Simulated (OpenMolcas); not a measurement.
**[NH2]− (SMILES [NH2-]), step by step**

Aim: the energy (UHF/3-21G), then the energy (CASSCF(2,2)/3-21G), then a single-point energy (CASPT2(2,2)/3-21G), then the energy (SC-NEVPT2(2,2)/3-21G), then a single-point energy (MRCI(2,2)/3-21G) of [NH2]−. 

The calculation is run with OpenMolcas 26.06.

## (1) The system as given

The species is [NH2]− (3 atoms), meant as a singlet with charge -1. SMILES: `[NH2-]`. The N1–H3 distance was set to 2.055 Å, away from the relaxed value. At this shape a bond of the SMILES string is far longer than usual.

Bond lengths: N1–H2 1.027 Å.

## (2) The energy at UHF/3-21G (run 1)

File step1.inp:

```
* H2N Hartree-Fock

&GATEWAY
 BasLib=$CurrDir
 Coord
 3
 bohr
 N      2.17713268     0.36319591     1.25117633
 H      1.76762903     2.26085889     1.22717681
 H     -0.88382491    -1.13043417    -0.61359407
 Basis=3-21G
 Group=NoSym

&SEWARD

&SCF
 UHF
 Charge=-1
 Scramble=0.25
 PrOrbitals=1 1
```

The basis set 3-21G is read from a file made from the Basis Set Exchange's data (not shown).

Launch:

```sh
$ export MOLCAS_MEM=1860
$ pymolcas step1.inp > step1.log
```

Output:

```text
--- Start Module: gateway ---
[...]
--- Stop Module: gateway /rc=_RC_ALL_IS_WELL_ ---
--- Start Module: seward ---
[...]
      Basis functions           13
--- Stop Module: seward /rc=_RC_ALL_IS_WELL_ ---
--- Start Module: scf ---
[...]
       Convergence after  28 Iterations
[...]
::    Total SCF energy                                -55.0470261868
[...]
      Total spin, S                                     0.5398602150
[...]
      Total electronic charge=   10.000000
      Total            charge=   -1.000000
[...]
      Dipole Moment (debye):
      Origin of the operator (angstrom)=    1.0365    0.2056    0.5992
                   X=  1.9685E+00               Y=  2.3885E+00               Z=  1.3551E+00           Total=  3.3788E+00
      Center of Charge (angstrom)
[...]
--- Stop Module: scf /rc=_RC_ALL_IS_WELL_ ---
[...]
```

It took 2 s on 1 thread of Arm Neoverse V1, shared host; peak memory 0.37 GiB.

## (3) The energy at CASSCF(2,2)/3-21G (run 2)

File step2.inp:

```
* H2N CASSCF
>>> EXPORT MOLCAS_PRINT=2

&GATEWAY
  BasLib = $CurrDir
  Coord
  3
  bohr
  N      2.17713268     0.36319591     1.25117633
  H      1.76762903     2.26085889     1.22717681
  H     -0.88382491    -1.13043417    -0.61359407
  Basis = 3-21G
  Group = NoSym

&SEWARD

&RASSCF
  FileOrb = $CurrDir/step1.UnaOrb
  Spin = 1
  Nactel = 2 0 0
  Inactive = 4
  Ras2 = 2
  OrbListing = Nothing
  OrbAppear = Compact
```

The basis set 3-21G is read from a file made from the Basis Set Exchange's data (not shown).

Launch:

```sh
$ export MOLCAS_MEM=1860
$ pymolcas step2.inp > step2.log
```

Output:

```text
--- Start Module: gateway ---
[...]
--- Stop Module: gateway /rc=_RC_ALL_IS_WELL_ ---
--- Start Module: seward ---
[...]
      Basis functions           13
--- Stop Module: seward /rc=_RC_ALL_IS_WELL_ ---
--- Start Module: rasscf ---
[...]
      Number of active orbitals                  2
[...]
      Spin quantum number                      0.0
[...]
      Active orbitals                            2
[...]
      Number of CSFs                             3
[...]
      Number of root(s) required                 1
[...]
      Convergence after 19 iterations
[...]
      printout of CI-coefficients larger than  0.05 for root  1
      energy=     -55.070496
      conf/sym  11     Coeff  Weight
             1  20  -0.94691 0.89663
             3  02   0.32151 0.10337
      Natural orbitals and occupation numbers for root  1
      sym 1:   1.793269   0.206731
      ************************************************************************************************************************
      *                                                    Final results                                                     *
[...]
::    RASSCF root number  1 Total energy:    -55.07049575
[...]
      Total electronic charge=   10.000000
      Total            charge=   -1.000000
[...]
      Dipole Moment (debye):
      Origin of the operator (angstrom)=    1.0365    0.2056    0.5992
                   X=  1.1035E+00               Y=  1.8816E+00               Z=  8.1666E-01           Total=  2.3292E+00
      Center of Charge (angstrom)
[...]
--- Stop Module: rasscf /rc=_RC_ALL_IS_WELL_ ---
[...]
```

It took 1.8 s on 1 thread of Arm Neoverse V1, shared host; peak memory 0.37 GiB.

## (4) The energy at CASPT2(2,2)/3-21G (run 3)

File step3.input:

```
&GATEWAY
BASLIB=$CurrDir
COORD
3
bohr
N      2.17713268     0.36319591     1.25117633
H      1.76762903     2.26085889     1.22717681
H     -0.88382491    -1.13043417    -0.61359407
BASIS=3-21G
GROUP=NoSym
&SEWARD
&RASSCF
FILEORB=$CurrDir/step2.RasOrb
SPIN=1
NACTEL=2 0 0
INACTIVE=4
RAS2=2
ORBLISTING=Nothing
ORBAPPEAR=Compact
&CASPT2
IMAGINARY=0.1
FROZEN=1
```

The basis set 3-21G is read from a file made from the Basis Set Exchange's data (not shown).

Launch:

```sh
$ export MOLCAS_MEM=1860
$ pymolcas step3.input > step3.log
```

Output:

```text
--- Start Module: gateway ---
[...]
--- Stop Module: gateway /rc=_RC_ALL_IS_WELL_ ---
[...]
      Basis functions           13
[...]
--- Start Module: rasscf ---
[...]
      Number of active orbitals                  2
[...]
      Spin quantum number                      0.0
[...]
      Active orbitals                            2
[...]
      Number of CSFs                             3
[...]
      Number of root(s) required                 1
[...]
      Convergence after  4 iterations
[...]
      printout of CI-coefficients larger than  0.05 for root  1
      energy=     -55.070496
      conf/sym  11     Coeff  Weight
             1  20  -0.94691 0.89664
             3  02   0.32150 0.10336
      Natural orbitals and occupation numbers for root  1
      sym 1:   1.793274   0.206726
      ************************************************************************************************************************
      *                                                    Final results                                                     *
[...]
::    RASSCF root number  1 Total energy:    -55.07049575
[...]
      Total electronic charge=   10.000000
      Total            charge=   -1.000000
[...]
      Dipole Moment (debye):
      Origin of the operator (angstrom)=    1.0365    0.2056    0.5992
                   X=  1.1035E+00               Y=  1.8817E+00               Z=  8.1667E-01           Total=  2.3293E+00
      Center of Charge (angstrom)
[...]
--- Stop Module: rasscf /rc=_RC_ALL_IS_WELL_ ---
--- Start Module: caspt2 ---
[...]
      E2 (Variational):          -0.0819806259
      Total energy:             -55.1524763791
[...]
      Reference weight:           0.97309
[...]
::    CASPT2 Root  1     Total energy:    -55.15247638
[...]
--- Stop Module: caspt2 /rc=_RC_ALL_IS_WELL_ ---
[...]
```

Run time: 1.7 s. Hardware: 1 thread of Arm Neoverse V1, shared host; peak memory 0.37 GiB.

## (5) A single-point energy at SC-NEVPT2(2,2)/3-21G (run 4)

File step4.inp:

```
* H2N NEVPT2
&gateway
baslib=$CurrDir
coord
3
bohr
N      2.17713268     0.36319591     1.25117633
H      1.76762903     2.26085889     1.22717681
H     -0.88382491    -1.13043417    -0.61359407
basis=3-21G
group=NoSym
&seward
&rasscf
fileorb=$CurrDir/step2.RasOrb
spin=1
nactel=2 0 0
inactive=4
ras2=2
orblisting=Nothing
orbappear=Compact
&caspt2
sc-nevpt2
frozen=1
```

The basis set 3-21G is read from a file made from the Basis Set Exchange's data (not shown).

Launch:

```sh
$ export MOLCAS_MEM=1860
$ pymolcas step4.inp > step4.log
```

Output:

```text
--- Start Module: gateway ---
[...]
--- Stop Module: gateway /rc=_RC_ALL_IS_WELL_ ---
[...]
      Basis functions           13
[...]
--- Start Module: rasscf ---
[...]
      Number of active orbitals                  2
[...]
      Spin quantum number                      0.0
[...]
      Active orbitals                            2
[...]
      Number of CSFs                             3
[...]
      Number of root(s) required                 1
[...]
      Convergence after  4 iterations
[...]
      printout of CI-coefficients larger than  0.05 for root  1
      energy=     -55.070496
      conf/sym  11     Coeff  Weight
             1  20  -0.94691 0.89664
             3  02   0.32150 0.10336
      Natural orbitals and occupation numbers for root  1
      sym 1:   1.793274   0.206726
      ************************************************************************************************************************
      *                                                    Final results                                                     *
[...]
::    RASSCF root number  1 Total energy:    -55.07049575
[...]
      Total electronic charge=   10.000000
      Total            charge=   -1.000000
[...]
      Dipole Moment (debye):
      Origin of the operator (angstrom)=    1.0365    0.2056    0.5992
                   X=  1.1035E+00               Y=  1.8817E+00               Z=  8.1667E-01           Total=  2.3293E+00
      Center of Charge (angstrom)
[...]
--- Stop Module: rasscf /rc=_RC_ALL_IS_WELL_ ---
--- Start Module: caspt2 ---
[...]
      E2 (Variational):          -0.0813420605
[...]
      E2 (Variational):          -0.0813229236
      Total energy:             -55.1518186768
[...]
      Reference weight:           0.97375
[...]
::    SC-NEVPT2 Root  1     Total energy:    -55.15181868
[...]
--- Stop Module: caspt2 /rc=_RC_ALL_IS_WELL_ ---
[...]
```

Wall time 1.6 s (1 thread of Arm Neoverse V1, shared host); peak memory 0.37 GiB.

## (6) A single-point energy at MRCI(2,2)/3-21G (run 5)

File step5.input:

```
* H2N MRCI

&gateway
  baslib = $CurrDir
  coord
  3
  bohr
  N      2.17713268     0.36319591     1.25117633
  H      1.76762903     2.26085889     1.22717681
  H     -0.88382491    -1.13043417    -0.61359407
  basis = 3-21G
  group = NoSym

&seward

&rasscf
  fileorb = $CurrDir/step2.RasOrb
  spin = 1
  nactel = 2 0 0
  inactive = 4
  ras2 = 2
  orblisting = Nothing
  orbappear = Compact

&motra
  lumorb
  frozen = 1

&guga
  electrons = 8
  spin = 1
  inactive = 3
  active = 2
  ciall = 1

&mrci
  sdci
```

The basis set 3-21G is read from a file made from the Basis Set Exchange's data (not shown).

Launch:

```sh
$ export MOLCAS_MEM=1860
$ pymolcas step5.input > step5.log
```

Output:

```text
--- Start Module: gateway ---
[...]
--- Stop Module: gateway /rc=_RC_ALL_IS_WELL_ ---
[...]
      Basis functions           13
[...]
      Number of active orbitals                  2
[...]
      Spin quantum number                      0.0
[...]
      Active orbitals                            2
[...]
      Number of CSFs                             3
[...]
      Number of root(s) required                 1
[...]
      Convergence after  4 iterations
[...]
      printout of CI-coefficients larger than  0.05 for root  1
      energy=     -55.070496
      conf/sym  11     Coeff  Weight
             1  20  -0.94691 0.89664
             3  02   0.32150 0.10336
      Natural orbitals and occupation numbers for root  1
      sym 1:   1.793274   0.206726
      ************************************************************************************************************************
      *                                                    Final results                                                     *
[...]
::    RASSCF root number  1 Total energy:    -55.07049575
[...]
      Dipole Moment (debye):
      Origin of the operator (angstrom)=    1.0365    0.2056    0.5992
                   X=  1.1035E+00               Y=  1.8817E+00               Z=  8.1667E-01           Total=  2.3293E+00
      Center of Charge (angstrom)
[...]
--- Start Module: guga ---
[...]
--- Stop Module: guga /rc=_RC_ALL_IS_WELL_ ---
[...]
       (But an ACPF correction will be computed)
       USE THE DEFAULT ACPF G-VALUE GFAC=  0.25000000000000000
[...]
                      CI ENERGY:   -55.16099721
[...]
                ACPF CORRECTION:    -0.00257307
[...]
      Total electronic charge=   10.000000
      Total            charge=   -1.000000
[...]
     ACPF CORRECTION:     -0.00257307
[...]
  CI State   1     Total energy:    -55.16099721     QDav:     -0.00346358     QACPF:     -0.00257307
[...]
```

Run time: 1.8 s. Hardware: 1 thread of Arm Neoverse V1, shared host; peak memory 0.37 GiB.

## (7) What came out

```
                                                               quantity         value
                                         run 1, UHF/3-21G: total energy  -55.04703 Eh
                                          run 1, UHF/3-21G: HOMO energy       0.55 eV
                                          run 1, UHF/3-21G: LUMO energy      11.34 eV
run 1, UHF/3-21G: HOMO–LUMO gap (to an unbound level, set by the basis)      10.78 eV
                                                 run 1, UHF/3-21G: ⟨S²⟩         0.831
                                 run 2, CASSCF(2,2)/3-21G: total energy  -55.07050 Eh
                                 run 3, CASPT2(2,2)/3-21G: total energy  -55.15248 Eh
                              run 4, SC-NEVPT2(2,2)/3-21G: total energy  -55.15182 Eh
                                   run 5, MRCI(2,2)/3-21G: total energy  -55.16100 Eh
```

**Reading.** ⟨S²⟩ (run 1, UHF/3-21G) is 0.83 where a pure singlet has 0.00: the reference is spin-contaminated. The HOMO (run 1, UHF/3-21G) lies at positive energy, 0.55 eV: the electron is unbound at this level or held by a compact basis; values depend on the basis. Mulliken charges (run 4, SC-NEVPT2(2,2)/3-21G) of the CASSCF density run from -0.78 on N1 to +0.06 on H2.
